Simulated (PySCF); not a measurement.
# Working with the constants of AlCl

RHF-CCSD(T) constants of AlCl, ¹Σ⁺ (singlet), closed shell (PySCF, no relativity, basis sets Al 6-311G(d,p), Cl 6-311G(d,p); masses 26.9815 and 34.9689 u):

- ωe: 490.7 cm⁻¹
- ωexe: 2.28 cm⁻¹
- Be: 0.24206 cm⁻¹
- αe: 0.00160 cm⁻¹
- D (centrifugal): 2.36e-07 cm⁻¹
- De to Al + Cl: 4.84 eV

Task: Give the band origin of the fundamental and the first lines of its P and R branches.

Result: ν0 = ωe − 2ωexe = 486.1 cm⁻¹, B0 = 0.24126, B1 = 0.23966 cm⁻¹.

| J″ | P(J″) − ν0 | R(J″) − ν0 |
| --- | --- | --- |
| 0 |  | 0.479 |
| 1 | -0.483 | 0.955 |
| 2 | -0.968 | 1.428 |
| 3 | -1.457 | 1.898 |
| 4 | -1.949 | 2.364 |
| 5 | -2.444 | 2.828 |
| 6 | -2.943 | 3.288 |

Task: Near which J would the R branch turn back, without centrifugal distortion?

Result: At J ≈ (B0 + B1)/(2(B0 − B1)) − 1 ≈ 150.

Measured values (Huber and Herzberg, Constants of Diatomic Molecules (1979)): ωe = 481.3 cm⁻¹, ωexe = 1.95 cm⁻¹, Be = 0.24393012 cm⁻¹, αe = 0.00161113 cm⁻¹.

Correlated steps freeze 10 core orbitals. Where the molecule has an RHF reference, its open-shell atoms are computed with UHF.
